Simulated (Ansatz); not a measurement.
A further run on [S3]2- (S3²⁻).

```yaml
crystal:
  periodic: [false, false, false]
  atoms:
    - {symbol: S, position_ang: [0.734304, -0.158116, 1.619464]}
    - {symbol: S, position_ang: [-0.411251, 0.639294, 0.069015]}
    - {symbol: S, position_ang: [-0.323053, -0.481168, -1.688479]}
basis:
  gaussian: {orbitals: def2-TZVPD}
total_charge: -2
magnetization: {spin_polarized: false, initial_magnetization: 2}
hamiltonian: {xc: {name: LC-wPBE}}
scf: {omitted_lower_state_checks: [starts]}
```

```sh
$ ansatz run in.yaml --threads 4 --pin off --events-out ev --progress --plain --max-ram 3916MiB
```

Output, abridged:

```
Functional definition: LC-wPBE
879 factors; their error is unknown
282 factors; integrals over basis functions are off by at most 1.2e-4 eV
mean field evaluation 1: about -32474.5221 eV, gradient 6.8e1 eV
mean field evaluation 2: about -32464.4915 eV, gradient 1.0e2 eV
mean field evaluation 4: about -32494.6306 eV, gradient 6.5e0 eV
mean field evaluation 8: about -32494.8286 eV, gradient 6.5e-1 eV
mean field evaluation 16: about -32494.9256 eV, gradient 2.8e-1 eV
mean field evaluation 32: about -32494.9317 eV, gradient 1.4e-3 eV
a density is far from that of the atoms, so the factors are made again for it
886 factors; integrals over basis functions are off by at most 3.1e-4 eV
308 factors; integrals over basis functions are off by at most 2.7e-5 eV
mean field -32494.93168482 eV, -1194.1667135614 hartree, gradient 2.3e-5 eV, S^2 2.000000; 0 other end points of the search recorded, 0 dependent functions left out
reference -32494.93168482 eV, -1194.1667135615 hartree; 26, 24 occupied and 112, 114 virtual orbitals, 886 factors
Total energy: -32494.93168482 eV, -1194.1667135615 hartree
Checks for a lower state left out: starts
```

Hardware: 4 threads of Arm Neoverse V2 on a shared host. Wall time 8 s.

LC-ωPBE has ω = 0.4 bohr⁻¹. A multiply charged anion in the gas phase is held together partly by the finite basis. Removing one electron lowers the energy by 2.97 eV at PBE0-D4/def2-TZVPD, so it isn't bound.

With spin_polarized false and unpaired electrons the run is restricted open-shell.
